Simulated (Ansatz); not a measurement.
```yaml
crystal:
  periodic: [false, false, false]
  atoms:
    - {symbol: F, position_ang: [-0.966449, 0.453777, 0.913987]}
    - {symbol: C, position_ang: [0.226750, 0.251566, -0.084747]}
    - {symbol: Cl, position_ang: [-0.355531, -1.062886, -0.764215]}
    - {symbol: H, position_ang: [0.825566, -0.434857, 0.885537]}
    - {symbol: H, position_ang: [0.756887, 0.828140, -0.370725]}
basis:
  gaussian: {orbitals: cc-pVDZ}
hamiltonian: {xc: {name: wB97X-V}}
relax: {f_tol: 0.001, max_steps: 1}
output: {forces: true}
```

```sh
$ ansatz run in.yaml --threads 2 --pin off --events-out ev --progress --plain --max-ram 22528MiB --backend cpu
```

Output, abridged:

```
Functional definition: wB97X-V
609 factors; integrals over basis functions are off by at most 2.3e-4 eV
172 factors; integrals over basis functions are off by at most 6.3e-7 eV
mean field evaluation 1: about -16299.7415 eV, gradient 2.6e1 eV
mean field evaluation 2: about -16299.6434 eV, gradient 3.0e1 eV
mean field evaluation 4: about -16300.9421 eV, gradient 7.8e-1 eV
mean field evaluation 8: about -16300.9672 eV, gradient 1.8e-2 eV
mean field evaluation 16: about -16300.9672 eV, gradient 2.5e-5 eV
mean field -16300.96724858 eV, -599.0494971928 hartree, gradient 2.5e-5 eV, S^2 0.000000; 0 other end points of the search recorded, 0 dependent functions left out
reference -16300.96724758 eV, -599.0494971563 hartree; 17, 17 occupied and 39, 39 virtual orbitals, 609 factors
relax step   1: F+E_penalty+E_count = -16300.96724858 eV  Δ(F+E_penalty+E_count) = +0.000e0 eV  max|allowed force component| = 1.753e1 eV/Å  Δτ_max = 0.0000 Å  (27 SCF iters, accepted)
Error: geometry relaxation did not converge after 1 steps: max|allowed force component| = 1.75e1 eV/Å (threshold 1.0e-3). Raise `relax.max_steps` over both its present limit and 1, loosen `relax.f_tol`, or start from a geometry closer to equilibrium. Where this run's directory can be resumed (`checkpoint.write`), a resume goes on for up to `relax.max_steps` more
```

Question: Something in this input is off. What?

Answer: The relaxation is allowed too few steps for its threshold. The run did not converge.
